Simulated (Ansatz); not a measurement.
Input (CCSDT(Q)/cc-pV(D+d)Z; Ansatz, a quantum-chemistry and plane-wave program): A basis named .json is the Basis Set Exchange file of that set.

Ansatz 0.2 input:
```yaml
crystal:
  periodic: [false, false, false]
  atoms:
    - {symbol: Cl, position_ang: [-0.00000000, -0.00000000, -1.00677069]}
    - {symbol: Cl, position_ang: [0.00000000, 0.00000000, 1.00677069]}
basis:
  gaussian:
    orbitals: cc-pV_D+d_Z.json
magnetization: {spin_polarized: false}
correlation: {method: ccsdt_q, electrons: outside_noble_gas}
```

Output:

```
Functional definition: HF
integrals: 0.02 GiB planned
804 factors; integrals over basis functions are off by at most 1.3e-7 eV
mean field: 0.14 GiB planned
mean field evaluation 1: about -25005.6711 eV, gradient 1.3e1 eV
mean field evaluation 2: about -25005.8540 eV, gradient 1.4e1 eV
mean field evaluation 4: about -25006.2877 eV, gradient 8.5e-1 eV
mean field evaluation 8: about -25006.2980 eV, gradient 6.0e-6 eV
mean field evaluation 16: about -25006.0374 eV, gradient 7.5e-1 eV
mean field -25006.29802894 eV, -918.9645026858 hartree, gradient 7.6e-6 eV, S^2 0.000000; 0 other end points of the search recorded, 0 dependent functions left out
10 core orbitals not correlated
reference -25006.29802894 eV, -918.9645026858 hartree; 7, 7 occupied and 29, 29 virtual orbitals, 804 factors
second order -7.53248993 eV of doubles, -0.00000000 eV of singles
coupled cluster: 0.23 GiB planned
cycle   1  -8.09023549 eV  change   -5.6e-1 eV  update   6.5e-2
cycle   2  -8.44692943 eV  change   -3.6e-1 eV  update   2.7e-2
cycle   3  -8.53309219 eV  change   -8.6e-2 eV  update   1.1e-2
cycle   4  -8.52400052 eV  change    9.1e-3 eV  update   3.3e-3
cycle   5  -8.52644378 eV  change   -2.4e-3 eV  update   1.5e-3
cycle   6  -8.52711800 eV  change   -6.7e-4 eV  update   7.2e-4
cycle   7  -8.52675073 eV  change    3.7e-4 eV  update   3.2e-4
cycle   8  -8.52690185 eV  change   -1.5e-4 eV  update   1.6e-4
cycle   9  -8.52689283 eV  change    9.0e-6 eV  update   5.3e-5
cycle  10  -8.52681227 eV  change    8.1e-5 eV  update   2.0e-5
cycle  11  -8.52683771 eV  change   -2.5e-5 eV  update   7.7e-6
cycle  12  -8.52684450 eV  change   -6.8e-6 eV  update   2.7e-6
cycle  13  -8.52684532 eV  change   -8.2e-7 eV  update   8.0e-7
perturbative correction -0.02026278 eV, -0.0007446434 hartree
Total energy: -25014.84513704 eV, -919.2786031150 hartree
```
